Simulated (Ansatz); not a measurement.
Two shapes of singlet CH₃BO.

Shape 1:

```xyz
6

B     0.0000    0.0000   -1.3364
C     0.0000    0.0000    0.1827
O     0.0000    0.0000    1.3146
H     0.0000   -1.1811   -1.6437
H    -1.0229    0.5906   -1.6437
H     1.0229    0.5906   -1.6437
```

Shape 2:

```xyz
6

B     0.0459    0.0052   -1.3555
C    -0.0220    0.0415    0.1996
O     0.0075   -0.0426    1.3397
H    -0.0123   -1.1327   -1.6461
H    -1.0127    0.5534   -1.6755
H     1.0223    0.5471   -1.6685
```

Basis set: 6-31G* (spherical functions). Correlated methods keep 3 orbitals frozen. Charge 0, multiplicity 1.

Computed with Ansatz (development build ahead of 0.2.0); each method stands on the lowest determinant of its kind that the runs found.

(1) Which shape is lower in energy, and by how much in each method?

Answers

(1)

```csv
method,E(2) − E(1) (eV)
RHF,0.083
RHF-MP2,0.051
```

Shape 1 is lower.
